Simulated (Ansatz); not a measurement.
## Litharge SnO

These are Hartree–Fock in Ansatz (plane waves, PAW) values and carry that method's errors.

Settings: plane-wave cutoff 460 eV, 8×8×6 k mesh (along the axes of the cell as run), Fermi–Dirac smearing 0.01 eV, scalar-relativistic PAW data made under PBE.

Cell (relaxed at this level):

Space group P4/nmm, origin choice 1 (No. 129); a = b = 3.7622 Å, c = 7.5946 Å, α = β = γ = 90.00°

```
atom  site  symmetry       x       y       z
----  ----  --------  ------  ------  ------
Sn      2c       4mm  0.0000  0.5000  0.1513
O       2a      -4m2  0.0000  0.0000  0.0000
```

For litharge SnO, the band gap is 9.33 eV (on the SCF k mesh) and the smallest direct gap on the k points sampled is 9.69 eV.

Note: the cell comes from a level without a dispersion term, which matters for the spacing of layers, chains or molecules; the cell has widely spaced layers and the level no dispersion term, so their spacing and the moduli can rest on weak binding.

Spin–orbit coupling is not included.

Cost on a shared machine: around 2.9 core-hours (rough).

Ansatz is an electronic-structure program.
